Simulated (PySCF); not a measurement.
# NO: from constants to spectrum

UHF-CCSD(T) constants of NO, ²Π (doublet), unpaired electrons π ↑ (PySCF, no relativity, basis sets N STO-3G, O STO-3G; masses 14.0031 and 15.9949 u):

| Item | Value |
| --- | --- |
| ωe | 1761.3 cm⁻¹ |
| ωexe | 11.9 cm⁻¹ |
| Be | 1.4447 cm⁻¹ |
| αe | 0.0128 cm⁻¹ |
| D (centrifugal) | 3.89e-06 cm⁻¹ |

Task: Give the vibrational terms G(v) and spacings up to v = 6.

Result: G(v) = ωe(v+½) − ωexe(v+½)².

```json
{"v": "0", "G(v) (cm⁻¹)": "878", "G(v) − G(v−1)": "", "Bv (cm⁻¹)": "1.438"}
{"v": "1", "G(v) (cm⁻¹)": "2615", "G(v) − G(v−1)": "1737", "Bv (cm⁻¹)": "1.425"}
{"v": "2", "G(v) (cm⁻¹)": "4329", "G(v) − G(v−1)": "1714", "Bv (cm⁻¹)": "1.413"}
{"v": "3", "G(v) (cm⁻¹)": "6019", "G(v) − G(v−1)": "1690", "Bv (cm⁻¹)": "1.400"}
{"v": "4", "G(v) (cm⁻¹)": "7685", "G(v) − G(v−1)": "1666", "Bv (cm⁻¹)": "1.387"}
{"v": "5", "G(v) (cm⁻¹)": "9327", "G(v) − G(v−1)": "1642", "Bv (cm⁻¹)": "1.374"}
{"v": "6", "G(v) (cm⁻¹)": "10946", "G(v) − G(v−1)": "1618", "Bv (cm⁻¹)": "1.362"}
```

Correlated steps freeze 2 core orbitals. STO-3G is very small, so such numbers show the basis as much as the molecule. The state was picked by a PBE0 search and need not be the measured ground state.
